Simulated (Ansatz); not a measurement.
Geometry optimisation, Ansatz, RKS PBE-D4/def2-SVP.

The input (input.yaml):

```yaml
crystal:
  periodic: [false, false, false]
  atoms:
    - { symbol: B, position_ang: [0.0, 0.0, 0.0] }
    - { symbol: O, position_ang: [0.0, 0.0, 1.76] }
    - { symbol: H, position_ang: [-0.9095, -0.2814, 2.0971] }
    - { symbol: H, position_ang: [1.0305, 0.0, -0.595] }
    - { symbol: H, position_ang: [-1.0305, 0.0, -0.595] }
    - { symbol: Cl, position_ang: [0.0968, 2.0475, 0.6811] }
    - { symbol: H, position_ang: [0.0529, 1.1186, 1.6763] }
basis:
  gaussian: { orbitals: def2-SVP }
hamiltonian:
  xc: pbe
  dispersion: d4
relax:
  f_tol: 0.15
  max_steps: 25
  restrain:
    - { distance: [0, 5], at: 1.86, k: 30.0 }
    - { distance: [6, 1], at: 1.01, k: 30.0 }
    - { distance: [0, 1], at: 2.61, k: 30.0 }
    - { distance: [6, 5], at: 2.57, k: 30.0 }
output:
  orbitals: {}
```

Command:

```bash
$ ansatz run input.yaml --threads 1 --pin off --max-ram 2048MiB --backend cpu --events-out ev --progress --plain --runs-dir out
```

Where does it end, and by what steps?

The run converged. The restraints hold the end off the free minimum; the threshold counts their pulls, which the force column leaves out. Restrained pairs: B1–Cl6 (2.16 → 1.83 Å), O2–H7 (1.12 → 0.99 Å), B1–O2 (1.76 → 2.59 Å), Cl6–H7 (1.36 → 2.57 Å). After 7 steps the energy has fallen by 1.501 eV (the restraints' own energy left out); Cl6 moved furthest, 0.66 Å.

```
step  energy less start (eV)  largest force component (eV/Å)  accepted
   0                  0.0000                           4.626       yes
   1                 -0.8276                           3.080       yes
   2                 -1.1485                           3.242       yes
   3                 -1.4554                           1.645       yes
   4                 -1.3717                           2.189       yes
   5                 -1.4717                           0.927       yes
   6                 -1.4985                           0.846       yes
   7                 -1.5010                           0.864       yes
```

```xyz
7
Properties=species:S:1:pos:R:3
B 0.037 0.450 -0.369
O -0.019 -0.193 2.144
H -0.992 -0.275 2.188
H 1.106 -0.071 -0.591
H -1.045 -0.044 -0.582
Cl 0.044 2.230 0.054
H 0.109 0.789 2.182
```

Time of the run: 13 s on 1 thread of Arm Neoverse V1, with other jobs on the host, peak memory 0.13 GiB.
